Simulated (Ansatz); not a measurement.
# BHCl+ (singlet): wave-function methods side by side, cc-pVTZ

Aim: climb from Hartree-Fock through coupled cluster and multireference methods for BHCl+ (singlet) at one geometry and basis, and see what each rung misses.

Method: cc-pVTZ, core rule «outside noble gas», up to 6 orbitals frozen; program: Ansatz 0.2.0, Gaussian basis.

The runs, in order: UHF; CCSD(T) on RHF; BCCD(T) on RHF; CCSDT(Q) on RHF; CASSCF and MRCISD+Q, 10 electrons in 9 orbitals; CASSCF and NEVPT2, 10 electrons in 9 orbitals.

11 further runs of the same task are left out: 7 for a known fault of the program, 4 set aside as unsound or not needed.

### 1 The geometry

The geometry is a PBE0/def2-TZVP stationary point (not a proven minimum) of the parent state, kept for this charge and spin.

3 atoms, charge 1, spin multiplicity 1.

Atoms are counted from 1 here; the program's logs count them from 0.

Bond lengths: B1–Cl2 1.710 Å, B1–H3 1.193 Å. Angles: Cl2–B1–H3 123.6°.

Geometry (Å):

```xyz
3

B     0.00000   -0.18611    1.25465
Cl    0.00000    0.03646   -0.44055
H     0.00000    0.71374    2.03857
```

### 2 UHF

File in.yaml:

```yaml
crystal:
  periodic: [false, false, false]
  atoms:
    - {symbol: B, position_ang: [0.000000, -0.186113, 1.254645]}
    - {symbol: Cl, position_ang: [0.000000, 0.036461, -0.440547]}
    - {symbol: H, position_ang: [0.000000, 0.713740, 2.038566]}
basis:
  gaussian: {orbitals: cc-pVTZ}
total_charge: 1
magnetization: {spin_polarized: true, initial_magnetization: 0}
hamiltonian: {xc: hf}
output: {orbitals: {seedname: orbitals}}
```

Started as:

```bash
$ ansatz run in.yaml --threads 1 --pin off --events-out ev --progress --plain --max-ram 2816MiB --backend cpu
```

Further steps of the session: CCSD(T) on RHF; BCCD(T) on RHF; CCSDT(Q) on RHF; CASSCF and MRCISD+Q, 10 electrons in 9 orbitals; CASSCF and NEVPT2, 10 electrons in 9 orbitals.

Before running them: what should the planned runs give, taken together? Wanted: RCCSDT(Q) below the RHF energy; RMP2 from RCCSDT(Q); RCCSD from RCCSDT(Q); RCCSD(T) from RCCSDT(Q); NEVPT2 valence from RCCSDT(Q); MRCISD+Q valence from RCCSDT(Q); T1 diagnostic; effectively unpaired electrons.

**Answer**, as computed:

| quantity | value |
| --- | --- |
| RCCSDT(Q) below the RHF energy | -8.2789 eV |
| RMP2 from RCCSDT(Q) | +1108.8 meV |
| RCCSD from RCCSDT(Q) | +442.0 meV |
| RCCSD(T) from RCCSDT(Q) | +50.9 meV |
| NEVPT2 valence from RCCSDT(Q) | +1289.6 meV |
| MRCISD+Q valence from RCCSDT(Q) | +83.7 meV |
| levels within 1 kcal/mol (43 meV) | RCCSDT |
| T1 diagnostic | 0.025 |
| effectively unpaired electrons | 0.03 |

RCCSD(T) lands +50.9 meV from the yardstick (0.6 % of the correlation energy). One determinant dominates. Of the multireference levels listed MRCISD+Q valence comes nearest in total energy (+83.7 meV), which doesn't show that its space is the better one. These misses are within one basis, not against nature.
